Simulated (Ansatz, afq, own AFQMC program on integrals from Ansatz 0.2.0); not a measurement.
Where AFQMC and coupled cluster stand for CHFNSi, doublet

```yaml
atoms:
  - { symbol: Si, position_ang: [0.6134, 0.1784, 0.3332] }
  - { symbol: F, position_ang: [1.9699, -0.3915, -0.3430] }
  - { symbol: C, position_ang: [0.3317, 1.8908, -0.3001] }
  - { symbol: N, position_ang: [0.0494, 2.9345, -0.7256] }
  - { symbol: H, position_ang: [0.7641, 0.2245, 1.8135] }
```

Connectivity, by distances: F–SiH–C–N.

Basis def2-SVP. Only valence electrons are correlated. AFQMC by an in-house program on the Cholesky factors that Ansatz 0.2.0 writes for its CCSD(T) run. The CISD trial takes its coefficients from CCSD amplitudes. Released means that phaseless walkers are propagated on without the constraint, phases kept. Error bars are statistical, one sigma.

Determinant: UHF, the one that the program's search chose, which needn't be the lowest solution. The geometry is a PBE0/def2-SVP stationary point of this or a neighbouring charge and spin state.

No full CI on the walks' own integrals is used here; CCSDT(Q) serves as the reference and is uncertain by about the last step of the cluster series.

Cautions: unrestricted determinant slightly spin contaminated (⟨S²⟩ 0.81 against 0.75).

The T1 diagnostic is 0.0246, the weight of the determinant in the CISD state is 0.814 and the ⟨S²⟩ of the determinant is 0.814. The size of the correlated space is 21 electrons in 57 orbitals.

Reference: CCSDT(Q), correlation energy -15.605 eV. The released energy is read at 1.50 1/Eh (meV from the phaseless value at times in 1/Eh: -10 ± 7 at 0.24, -10 ± 8 at 0.51, -18 ± 11 at 0.99, -11 ± 8 at 1.50).

```csv
level,E − E(reference) (kJ/mol),share of correlation (%)
HF,1505.6,0.00
MP2,111.7,92.58
CCSD,54.5,96.38
CCSD(T),7.9,99.47
CCSDT,5.7,99.62
ph-AFQMC/HF,-9.6 ± 3.7,100.64
ph-AFQMC/CISD,1.6 ± 0.8,99.89
released AFQMC,0.6 ± 0.8,99.96
```

Released energies are given only where the last usable release times agree within the noise; a slower fall can still hide under it.
